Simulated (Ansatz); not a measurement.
System: bcc Li. Method: rVV10 (Ansatz, a quantum-chemistry and plane-wave program, PAW).

Settings: plane-wave cutoff 520 eV, 22×22×22 k mesh, Fermi–Dirac smearing 0.05 eV, scalar-relativistic PAW data made under PBE.

Equation-of-state points:

```csv
V (Å³/atom),E − E_lowest (meV/atom)
18.651,3.38
19.048,1.43
19.445,0.33
19.841,0.00
20.238,0.38
20.635,1.40
21.032,3.03
```

Q: Fit the third-order Birch–Murnaghan equation and give B0 and B′.

A: V0 = 19.822 Å³/atom, B0 = 14.3 GPa, B′ = 3.4 (fit to the energies at full precision).

Measured, for comparison: bulk modulus 13.8 GPa (corrected for temperature and zero-point phonon effects, our sources range from 13.1 to 13.9; as tabulated in Levämäki et al. (2014), arXiv:1402.3671); equilibrium volume per atom 20.51 Å³/atom (low-temperature or extrapolated to 0 K; zero-point anharmonic expansion removed; as tabulated in Csonka et al. (2009), arXiv:0903.4037). Computed (rounded) less measured: bulk modulus +4 % (+3 % to +9 % over the range), equilibrium volume per atom -3.4 %.

Static lattice: no zero-point or thermal effects.
